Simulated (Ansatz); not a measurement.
## CH2, quintet in cc-pVDZ: errors against full CI

Geometry: that of the CH2, triplet, kept fixed. The singlet lies 10.4 eV lower here.

```xyz
3

C     0.0000   -0.0596    0.0000
H     0.0000    0.3549   -0.9962
H     0.0000    0.3549    0.9962
```

Basis cc-pVDZ; Ansatz 0.2.0. Correlated methods freeze the noble-gas cores, which leaves 6 electrons in 23 orbitals. R marks a restricted (for open shells ROHF) determinant, U an unrestricted one. Active spaces: valence = (6e, 6o) chosen from the atoms' valence shells.

Full CI is exact within this basis and frozen core; it isn't the basis-set limit. The frozen core follows each run's orbitals, which can shift R against U totals by a few meV.

HF rows: RHF is the determinant under the cluster runs. Coupled cluster chose its determinant by a search with trial CCSD, here up to 0.09 eV above the lowest Hartree–Fock solution of its kind, and MP2 stands on that determinant too.

The UHF ⟨S²⟩ is 6.002 and the ⟨S²⟩ of the determinant under UCCSD is 6.003. The T1 diagnostic (RCCSD) is 0.0132. The largest doubles amplitude (RCCSD) is 0.154. The T1 diagnostic (UCCSD) is 0.0124.

| level | E − E(full CI) (kcal/mol) | share of correlation (%) | wall time |
| --- | --- | --- | --- |
| RHF | 72.45 | 0.00 | – |
| RMP2 | 15.94 | 77.99 | – |
| UMP2 | 16.15 | 77.71 | – |
| RCCSD | 2.69 | 96.29 | – |
| UCCSD | 2.65 | 96.34 | – |
| RCCSD(T) | 0.59 | 99.18 | 0.78 s |
| UCCSD(T) | 0.57 | 99.21 | 0.78 s |
| BCCD(T) | 0.61 | 99.16 | 0.69 s |
| RCCSDT | 0.13 | 99.82 | – |
| UCCSDT | 0.11 | 99.85 | – |
| RCCSDT(Q) | 0.01 | 99.98 | 2.3 s |
| UCCSDT(Q) | -0.01 | 100.01 | 2.2 s |
| RCCSDTQ | -0.01 | 100.01 | 10 s |
| CASSCF (valence space) | 55.44 | 23.48 | – |
| NEVPT2 (valence space) | 11.90 | 83.57 | 0.3 s |
| MRCISD (valence space) | 2.26 | 96.89 | – |
| MRCISD+Q (valence space) | 0.11 | 99.85 | 0.63 s |

The correlation energy at full CI, counted from RHF, is -3.142 eV. That run took 5.5 s on 1 thread of Arm Neoverse V1, shared host over 194,380 determinants.

Run but not shown, since their state, orbitals or frozen core can't be matched to the reference's or they repeat it: UHF, CISD, CISDTQ.

Times hold each run's SCF and search for its determinant on a shared host, so for small cases they say little of a method's own cost; they ran on 1 thread of Arm Neoverse V1. Some runs computed forces too.

The full-CI state has the irrep A2 of C2v, in the program's axes.

Natural occupations of full CI about the gap: 1.924 1.032 0.991 0.991 0.958 0.047 0.012 0.008 0.007 0.006; effectively unpaired electrons, Σ n²(2−n)², 4.03.
